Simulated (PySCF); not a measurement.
# Dipole moment and polarisability of `ClCCl`

CH2Cl2.
Structure used (PBE0-D3(BJ)/def2-SVP), in Å, numbered top down from 1:
```
atom  x, y, z in Å
Cl1   -1.474    0.789    0.022
C2     0.018   -0.160   -0.002
Cl3    1.474    0.827   -0.166
H4     0.084   -0.717    0.939
H5    -0.028   -0.848   -0.855
```

Level: B3LYP/def2-SVPD (PySCF), static field, nuclei fixed, core orbitals frozen in the response. The polarisability tensor in these axes (au):

```
x   54.76  0.18 -1.23
y    0.18 39.19 -0.29
z   -1.23 -0.29 35.47
```

Problem. What are the eigenvalues, a third of the trace, and Δα (Δα² = ½Σ(αi − αj)² over the three pairs)?

Solution. Principal values 35.37, 39.21 and 54.84 au; mean 43.14 au = 6.39 Å³ = 7.11 × 10⁻⁴⁰ C²·m²/J; Δα = 17.86 au (41 % of the mean).

Problem. What is the dipole moment, and where does it point?

Solution. (0.03, -1.64, 0.12) D, 1.65 D in size, pointing from the negative to the positive side. Measured along this direction, the outermost atoms are Cl3 and Cl1 at the negative end and H4 and H5 at the positive end.

Problem. Give the eigenvalues of the traceless quadrupole moment Θ = ½Σq(3rr − r²1), origin at the centre of nuclear charge.

Solution. -3.18, 0.30, 2.88 D·Å. The values depend on the origin, since the dipole doesn't vanish. The electronic extent ⟨r²⟩ about the same centre is 374 bohr², a root-mean-square distance of 1.58 Å for the 42 electrons.

Problem. What molar refraction does this α imply?

Solution. Lorentz–Lorenz: R = (4π/3)N_A α = 2.5225 cm³/(mol·Å³) × 6.39 Å³ = 16.1 cm³/mol, in the limit of long wavelengths.

Problem. Rayleigh depolarisation ratio (linearly polarised light, static tensor)?

Solution. ρ = 3Δα²/(45ᾱ² + 4Δα²) = 956.7/(83751 + 1275.6) = 0.0113.

Problem. Give the principal axes and the span of the nuclei along them.

Solution. Largest value along (1.00, 0.01, -0.06), where the nuclei span 2.95 Å; middle along (-0.02, 1.00, -0.07), 1.60 Å; least along (0.06, 0.07, 1.00), 1.80 Å. The strongest response lies along the longest span, while the other two are in reverse order.

Isolated species at its PBE0-D3(BJ)/def2-SVP geometry, gas phase.
